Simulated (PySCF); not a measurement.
Stepwise substitution at one centre (Al F-CH3). All species are isolated molecules in the gas phase. Strings in code marks are SMILES.

All values below come from TPSSh-D3(BJ)/def2-TZVP // B3LYP-D3(BJ)/def2-TZVP (PySCF). All candidates: neutral, multiplicity 1. Delta-SCF ions had no search for a lower state. 

The vertical ionisation energy (Delta-SCF) is 9.87 eV and the dipole moment is 1.82 D. The LUMO comes out as -0.57 eV.

Name which member has these values.
A. `[F][Al]([F])[F]`
B. `[CH3][Al]([CH3])[CH3]`
C. `[CH3][Al]([CH3])[F]`
D. `[CH3][Al]([F])[F]`

C, `[CH3][Al]([CH3])[F]`. The others give `[CH3][Al]([CH3])[CH3]`: 9.37 eV, 0.00 D, -0.68 eV; `[F][Al]([F])[F]`: 13.87 eV, 0.00 D, -1.80 eV; `[CH3][Al]([F])[F]`: 11.57 eV, 2.16 D, -0.83 eV
